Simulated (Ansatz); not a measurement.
Basis-set extrapolation for C2H5O− (`CC[O-]`) (PBE0-D4/def2-TZVPD geometry, frozen core, Ansatz). Multiplicity 1, RHF reference.

```json
{"": "HF", "def2-TZVPPD": "-153.516142", "def2-QZVPPD": "-153.522868"}
{"": "MP2 correlation", "def2-TZVPPD": "-0.621642", "def2-QZVPPD": "-0.661845"}
{"": "CCSD(T) correlation", "def2-TZVPPD": "-0.668821", "def2-QZVPPD": "-0.704710"}
```

Energies in hartree. Use E(X) = E(∞) + A·exp(−7.88·√X) for Hartree–Fock and E(X) = E(∞) + B·X^(−2.97) for correlation, with X = 3 and 4.

What is the CCSD(T) energy at the basis-set limit?

HF limit: -153.522868 + (-0.006726) × 0.13774 = -153.52379. Correlation limit: -0.704710 + (-0.035889) × 0.74074 = -0.73129. Total: -154.25508 hartree, 184.1 kJ/mol below CCSD(T)/def2-TZVPPD.
